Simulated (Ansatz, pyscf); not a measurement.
Al–Cl [singlet] + water (H₂O) → HO–Al [singlet] + hydrogen chloride (HCl), a four-centre exchange on the singlet surface: Al–Cl, H–O broken, Al–O, Cl–H formed. PySCF, gas phase, ωB97X-D3(BJ)/def2-SVP geometries. Wave-function energies: Ansatz (a program for electronic structure), frozen core, RHF or UHF references. In kcal/mol, from the separated reactants.

Cost: rough CPU time of the saddle's run relative to CCSD(T)/cc-pV(D+d)Z, from one job on a shared machine, with the HF step and its search for lower states.

```json
[
 {"level": "B3LYP-D3(BJ)/def2-TZVP", "barrier": "5.51", "reaction energy": "+6.64", "cost": "–"},
 {"level": "M06-2X/def2-TZVP", "barrier": "5.56", "reaction energy": "+6.85", "cost": "–"},
 {"level": "CCSD(T)/cc-pV(D+d)Z", "barrier": "7.52", "reaction energy": "+5.72", "cost": "1"},
 {"level": "CCSDT(Q)/cc-pV(D+d)Z", "barrier": "?", "reaction energy": "?", "cost": "85"},
 {"level": "CCSD(T)/cc-pV(T+d)Z", "barrier": "8.40", "reaction energy": "+6.48", "cost": "5"},
 {"level": "CCSD(T)/cc-pV(Q+d)Z", "barrier": "?", "reaction energy": "+6.98", "cost": "–"}
]
```

Question: Fill in the missing entries.

Answer: 
- CCSDT(Q)/cc-pV(D+d)Z, barrier: 7.36
- CCSDT(Q)/cc-pV(D+d)Z, reaction energy: +5.69
- CCSD(T)/cc-pV(Q+d)Z, barrier: 8.63

In cc-pV(D+d)Z, going from CCSD(T) to CCSDT(Q) shifts the barrier by -0.15 and the reaction energy by -0.04 kcal/mol. With HF in the quadruple-zeta basis and the correlation energy extrapolated as X⁻³ from X = 3, 4, CCSD(T) gives 8.59 and +7.54; adding the double-zeta shift gives ΔE‡ = 8.44 and ΔE = +7.50 kcal/mol, without core correlation, relativity or geometry relaxation at these levels. On the reactant side the descent ends in an adduct with a Al–O contact, 10.14 kcal/mol under the separated species and 17.69 kcal/mol under the saddle at ωB97X-D3(BJ)/def2-TZVP. On the product side the descent ends in a complex, 5.75 kcal/mol under the separated species and 3.94 kcal/mol under the saddle at ωB97X-D3(BJ)/def2-TZVP. At B3LYP-D3(BJ), M06-2X the saddle lies under the separated products, which points to a path from their complex (located at ωB97X-D3(BJ) alone), and parting the products costs more than the saddle. What is counted as formed (Al–O) is already present as a longer contact in the reactant adduct; forming that adduct is a step of its own. This is the saddle that the search found; another between the same sides may lie lower.
